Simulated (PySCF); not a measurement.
# Atomic charges against the basis set

Species: C2H5ClO2S.
Bonds: C1–C2, C2–S3, S3–O4 (double), S3–O5 (double), S3–Cl6. Hydrogens: H7, H8, H9 on C1; H10, H11 on C2.

PBE0 throughout (PySCF), one geometry, spherical d and f functions. Geometry: PBE0-D3(BJ)/def2-SVP, one conformer, isolated molecule. Atoms taken as equivalent share a column and are averaged.

Mulliken charges (e):

```json
{"basis": "pcSseg-0", "functions": "72", "C1": "-0.644", "C2": "-0.778", "S3": "+1.401", "O4/O5": "-0.671", "Cl6": "-0.129", "H7/H8/H9": "+0.276", "H10/H11": "+0.332"}
{"basis": "cc-pVDZ", "functions": "117", "C1": "-0.092", "C2": "-0.217", "S3": "+0.806", "O4/O5": "-0.384", "Cl6": "-0.178", "H7/H8/H9": "+0.076", "H10/H11": "+0.110"}
{"basis": "aug-cc-pVDZ", "functions": "191", "C1": "+0.464", "C2": "+0.098", "S3": "+1.846", "O4/O5": "-0.850", "Cl6": "-0.232", "H7/H8/H9": "-0.091", "H10/H11": "-0.102"}
{"basis": "cc-pVTZ", "functions": "258", "C1": "-0.293", "C2": "-0.223", "S3": "+0.818", "O4/O5": "-0.386", "Cl6": "-0.181", "H7/H8/H9": "+0.123", "H10/H11": "+0.141"}
{"basis": "IGLO-III", "functions": "278", "C1": "-0.360", "C2": "-0.327", "S3": "+1.017", "O4/O5": "-0.503", "Cl6": "-0.107", "H7/H8/H9": "+0.138", "H10/H11": "+0.183"}
```

IAO charges (e):

```
      basis  functions      C1      C2      S3   O4/O5     Cl6  H7/H8/H9  H10/H11
   pcSseg-0         72  -0.434  -0.440  +1.661  -0.705  -0.287    +0.172   +0.197
    cc-pVDZ        117  -0.424  -0.433  +1.911  -0.793  -0.312    +0.162   +0.179
aug-cc-pVDZ        191  -0.433  -0.433  +1.931  -0.812  -0.305    +0.166   +0.184
    cc-pVTZ        258  -0.436  -0.448  +1.979  -0.827  -0.307    +0.166   +0.185
   IGLO-III        278  -0.436  -0.449  +1.995  -0.838  -0.301    +0.166   +0.185
```

Hirshfeld charges (e):

| basis | functions | C1 | C2 | S3 | O4/O5 | Cl6 | H7/H8/H9 | H10/H11 |
| --- | --- | --- | --- | --- | --- | --- | --- | --- |
| pcSseg-0 | 72 | -0.101 | -0.048 | +0.633 | -0.307 | -0.132 | +0.048 | +0.059 |
| cc-pVDZ | 117 | -0.107 | -0.056 | +0.522 | -0.266 | -0.103 | +0.049 | +0.065 |
| aug-cc-pVDZ | 191 | -0.122 | -0.071 | +0.514 | -0.274 | -0.071 | +0.053 | +0.069 |
| cc-pVTZ | 258 | -0.116 | -0.065 | +0.502 | -0.268 | -0.078 | +0.052 | +0.069 |
| IGLO-III | 278 | -0.124 | -0.070 | +0.500 | -0.270 | -0.054 | +0.051 | +0.067 |

Some averages cover members that differ in this geometry, most widely: H10/H11, Mulliken in aug-cc-pVDZ -0.122 to -0.081; H7/H8/H9, Mulliken in aug-cc-pVDZ -0.107 to -0.067; H7/H8/H9, Mulliken in IGLO-III +0.127 to +0.156 e.

Question: Which scheme is steadiest as the basis changes?

Answer: Largest range over the bases for any column: Hirshfeld 0.13 e, IAO 0.33 e, Mulliken 1.11 e. Hirshfeld charges move least and Mulliken charges most, counted in e.

Question: How much do the charges still move between the two largest bases, cc-pVTZ and IGLO-III?

Answer: At most, over all atoms: Mulliken 0.199 e, IAO 0.016 e, Hirshfeld 0.025 e.

Question: What do the same runs give for the total energy, the frontier levels and the dipole moment?

Answer: 
| basis | energy (Eh) | HOMO (eV) | LUMO (eV) | μ (D) |
| --- | --- | --- | --- | --- |
| pcSseg-0 | -1085.7650 | -9.25 | -2.55 | 4.78 |
| cc-pVDZ | -1087.4732 | -8.87 | -1.65 | 4.09 |
| aug-cc-pVDZ | -1087.5072 | -9.11 | -1.98 | 4.22 |
| cc-pVTZ | -1087.6209 | -9.08 | -1.74 | 4.13 |
| IGLO-III | -1087.6228 | -9.06 | -1.78 | 4.05 |

The dipole is fixed by the density alone, so its range of 0.73 D shows that the density itself changes with the basis, not only its division among atoms.
